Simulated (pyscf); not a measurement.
# Insertion: H₃C–Br (SMILES CBr) + F–C:–F (SMILES F[C]F) [singlet] → F–CH(F)–CH₂–Br (SMILES FC(F)CBr)

Gas phase, singlet surface, charge 0. Bonds broken: C1–H3. Bonds formed: C1–C7, H3–C7. Structures and frequencies: ωB97X-D3(BJ)/def2-SVP in PySCF.

Transition state (Å):

```xyz
8

C     -1.3103    -0.3839     0.0572
Br    -1.3169     0.3022     1.8242
H      0.1369    -0.4961    -0.2839
H     -1.9778     0.1869    -0.5986
H     -1.5195    -1.4622     0.0356
F      0.2927     1.5898    -0.6674
C      0.3717     0.3378    -1.0586
F     -0.1781     0.2210    -2.2544
```

One imaginary mode, 1415i cm⁻¹; descent along it reached the two sides named.

| bond | change | reactant side (Å) | saddle | product side |
|---|---|---|---|---|
| C1–H3 | breaks | 1.098 | 1.491 | 2.195 |
| C1–C7 | forms | 3.4 | 2.144 | 1.515 |
| H3–C7 | forms | 2.8 | 1.162 | 1.104 |

Electronic energies relative to the separated reactants (kcal/mol):

```
level                   barrier  reaction energy  reverse barrier
----------------------  -------  ---------------  ---------------
ωB97X-D3(BJ)/def2-TZVP     38.1            -59.7             97.8
PBE/def2-TZVP              24.5            -58.6             83.1
r²SCAN/def2-TZVP           26.0            -61.6             87.5
B3LYP-D3(BJ)/def2-TZVP     31.8            -58.4             90.2
PBE0-D3(BJ)/def2-TZVP      29.1            -63.4             92.5
M06-2X/def2-TZVP           35.6            -60.9             96.5
ωB97M-D3(BJ)/def2-TZVP     38.3            -56.6             94.9
HF/def2-TZVP               61.4            -51.5            112.9
```

With ωB97M-D3(BJ)/def2-TZVP energies and thermal terms (ideal gas, 1 atm, RRHO with modes under 100 cm⁻¹ raised to 100, one conformer, R ln 2 for rigid chiral ones), in kcal/mol:

```json
[
 {"T (K)": "298", "ΔH‡": "37.8", "ΔG‡": "48.6", "ΔH": "-53.1", "ΔG": "-41.5"},
 {"T (K)": "600", "ΔH‡": "38.3", "ΔG‡": "59.3", "ΔH": "-52.8", "ΔG": "-29.7"},
 {"T (K)": "900", "ΔH‡": "39.0", "ΔG‡": "69.7", "ΔH": "-52.1", "ΔG": "-18.4"},
 {"T (K)": "1200", "ΔH‡": "39.8", "ΔG‡": "79.8", "ΔH": "-51.1", "ΔG": "-7.2"}
]
```

This is the saddle that the search found; another between the same sides may lie lower. Elements up to Kr have no core potential and no relativistic terms here.
